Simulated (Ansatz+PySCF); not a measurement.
Values are calculated unless marked as measured or tabulated.
Several solutions for singlet N2

```yaml
atoms:
  - { symbol: N, position_ang: [0.0000, 0.0000, -0.9880] }
  - { symbol: N, position_ang: [0.0000, 0.0000, 0.9880] }
```

Basis set: STO-3G (spherical functions). Charge 0, multiplicity 1.

PBE0 (unrestricted) was run from several starts with Ansatz (development build ahead of 0.2.0) and PySCF 2.14.0.

```
run  program                        start  converged  energy (hartree)  <S²>
  A   Ansatz      atomic start, no search        yes        -107.54452  0.00
  B    PySCF             program defaults        yes        -107.54452  0.00
  C   Ansatz      stability test followed        yes        -107.71573  2.34
  D   Ansatz  search for the lowest state        yes        -107.71573  2.34
```

Q: Which runs reached the lowest solution of this kind, and what is wrong with the others?

A: C, D reached the lowest solution found. Converged but too high: A by 4.66 eV, B by 4.66 eV. Convergence only shows a stationary point, and even a stable one can lie too high; stability tests and further starts are what find lower ones. Caution: the unrestricted determinant is a mixture of spin states.
